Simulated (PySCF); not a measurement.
C3H2N (doublet state).
Numbering: `[H]/[C:1]=[CH:2]\[C:3]#[N:4]` (hydrogens: H5 on C1; H6 on C2)

The calculation used UKS B3LYP, pcH-1 on C H N, non-relativistic, mean-field spin-orbit, GIAO (PySCF). Geometry: GFN2-xTB; no solvent, vibrations or thermal averaging. Couplings are sensitive to structure, and on GFN2-xTB geometries they can be far from those on DFT ones.

Task: Give the principal g shifts and their parts.

Result: 
| Δg (ppm) | 1 | 2 | 3 |
| --- | --- | --- | --- |
| relativistic mass correction | -151 | -151 | -151 |
| gauge correction | 26 | 15 | -9 |
| orbital Zeeman/spin–orbit | -460 | 30 | 666 |
| total | -585 | -106 | 506 |

So g = 2.00173, 2.00221, 2.00282 and g_iso = 2.00226; the tensor is rhombic: the two nearest values differ by 44 % of g3 − g1. Axes: g1 points within 3° of the C1–H5 bond, g2 points within 13° of the C2–C3 bond and g3 is normal to the molecular plane.

Task: What effective moment and Curie constant follow for a powder?

Result: With the mean of g² = 4.0090 and S(S+1) = 0.75: μ_eff = √(⟨g²⟩S(S+1)) = 1.734 μB and χT = 0.12505·⟨g²⟩·S(S+1) = 0.376 cm³ K/mol (cgs; spin-Hamiltonian part alone).

Task: At 9.388 GHz, how far is the centre of the isotropic spectrum from where a free electron (g = 2.002319) resonates?

Result: B = hν/(g μB) with μB/h = 13.99624 MHz/mT gives 334.99 mT for the free electron and 335.00 mT at g_iso, 0.01 mT higher.

Task: In a frozen sample, at which fields do the three g values resonate at 9.5, 34, 94 and 263 GHz (hyperfine left aside), and which band first spreads them over more than twice a line width of 1.0 mT?

Result: 
```csv
band,GHz,B(g3) mT,B(g2) mT,B(g1) mT,spread mT
X,9.5,338.90,339.00,339.08,0.18
Q,34.0,1212.90,1213.27,1213.56,0.66
W,94.0,3353.31,3354.33,3355.13,1.83
J,263.0,9382.13,9384.99,9387.24,5.11
```

The spread grows in proportion to the frequency. J band is the first where it exceeds 2.0 mT.

The Mulliken spin populations are largest on C1 (+1.07), C2 (-0.17) and C3 (+0.07). C1 is the only atom above +0.15. The positive populations add up to 1.19 and the negative ones to -0.19, together 2S = 1.

The HOMO–LUMO gaps are 6.00 eV among the α and 4.95 eV among the β orbitals.
